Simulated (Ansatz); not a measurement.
Rutile CrO₂, treated with PBEsol (Ansatz, a first-principles code, PAW).

Run with plane-wave cutoff 500 eV, 10×10×14 k mesh (along the axes of the cell as run), Fermi–Dirac smearing 0.05 eV, spin-polarised with parallel moments, scalar-relativistic PAW data made under PBE.

Cell (relaxed at this level):

Space group P4₂/mnm (No. 136); a = b = 4.392 Å, c = 2.888 Å, α = β = γ = 90.00°

```
atom  site  symmetry       x       y       z
----  ----  --------  ------  ------  ------
Cr      2a      m.mm  0.0000  0.0000  0.0000
O       4f      m.2m  0.3033  0.3033  0.0000
```

Problem. Predict the magnetic moment (largest site, within a sphere).

Solution. 
* **magnetic moment (largest site, within a sphere)**: 1.70 μB

Moments are spin moments.

The computed numbers hold no vibrational or temperature effects.
